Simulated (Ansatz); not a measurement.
# How the LO phonon frequency at L of rock-salt MgO moves with the method

No measured value is used here.

```
level (code)         value (cm⁻¹)  cell (Å³/atom)
-------------------  ------------  --------------
LDA (Ansatz)                  575            9.00
PBE (Ansatz)                  548            9.62
PBEsol (Ansatz)               ___            9.36
PBE-D3(BJ) (Ansatz)           569            9.31
r²SCAN (Ansatz)               ___            9.29
HSE06 (Ansatz)                585            9.27
PBE0 (Ansatz)                 584            9.28
```

**Question.** Complete the blanks.

**Answer.** 
- PBEsol (Ansatz, a program for electronic structure), value (cm⁻¹): 556
- r²SCAN (Ansatz), value (cm⁻¹): 580

PBE-D3(BJ): the dispersion coefficients are held fixed in the derivatives. Each level is taken at its own relaxed cell. Cutoffs differ between the levels. Ansatz's density-functional and Hartree–Fock values are scalar-relativistic unless marked +SOC, with PAW data made under PBE.
